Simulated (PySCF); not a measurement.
SiN⁻: everyday levels beside a composite calculation

PySCF; the state is a singlet (closed shell). The composite is CCSD(T) extrapolated to the basis-set limit from two correlation-consistent sets, with core-valence (CV) and scalar-relativistic (SR) terms as its label shows; it has no spin–orbit coupling and nothing beyond (T). Here it is CCSD(T)/CBS(DT)+CV+SR. It gives Re = 1.597 Å, ωe = 1131 cm⁻¹ and De = 6.09 eV to Si⁻ + N.

| level | basis | relativity | Re (Å) | ωe (cm⁻¹) | De (eV) |
| --- | --- | --- | --- | --- | --- |
| PBE | def2-TZVPPD | no relativity | 1.599 | 1139 | 6.73 |
| PBEsol | def2-TZVPPD | no relativity | 1.594 | 1151 | 6.95 |
| BP86 | def2-TZVPPD | no relativity | 1.599 | 1137 | 6.83 |
| r²SCAN | def2-TZVPPD | no relativity | 1.586 | 1184 | 6.00 |
| PBE0 | aug-cc-pV(D+d)Z/aug-cc-pVDZ | no relativity | 1.588 | 1182 | 5.63 |
| PBE0 | def2-TZVPPD | no relativity | 1.578 | 1212 | 5.96 |

Problem. Give the difference of each row from the composite.

Solution. 

```
 level                        basis  ΔRe (pm)  Δωe (%)  ΔDe (eV)
   PBE                  def2-TZVPPD      +0.2     +0.7     +0.64
PBEsol                  def2-TZVPPD      -0.3     +1.8     +0.86
  BP86                  def2-TZVPPD      +0.2     +0.5     +0.74
r²SCAN                  def2-TZVPPD      -1.1     +4.7     -0.09
  PBE0  aug-cc-pV(D+d)Z/aug-cc-pVDZ      -0.9     +4.5     -0.46
  PBE0                  def2-TZVPPD      -1.9     +7.2     -0.13
```

Problem. Which rows come closest in De?

Solution. r²SCAN in def2-TZVPPD (-0.09 eV), counted from the composite.

Correlated steps freeze 6 core orbitals. For an ion De counts to the pair picked by the measured ionisation energies or electron affinities, which need not be the lowest pair at this level. Where the molecule has an RHF reference, its open-shell atoms are computed with UHF. The highest Kohn–Sham level is positive in some of these anions. Much of that is self-interaction error, but it also means that the finite basis helps to hold the extra electron. The CCSD T1 diagnostic is raised in SiN⁻, a sign that a single reference may not be enough there.
